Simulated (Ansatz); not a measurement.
A calculation with Ansatz (development build ahead of 0.2.0).

```yaml
crystal:
  periodic: [false, false, false]
  atoms:
    - { symbol: O, position_ang: [-0.01298, -0.01235, -1.20599] }
    - { symbol: C, position_ang: [-0.04718, 0.01286, -0.01042] }
    - { symbol: O, position_ang: [0.01863, 0.03734, 1.13176] }
basis:
  gaussian: { orbitals: STO-3G }
hamiltonian:
  xc: hf
correlation:
  method: mp2
  frozen_orbitals: { C: 1, O: 1 }
```

The input is written out in the form of the current development build from the run's settings.

Output:

```yaml
Converged: yes
Reference_energy: -185.06347 hartree
Correlation_energy: -0.20184 hartree
Total_energy: -185.26531 hartree
Spin_squared_of_the_determinant: 0.000
```
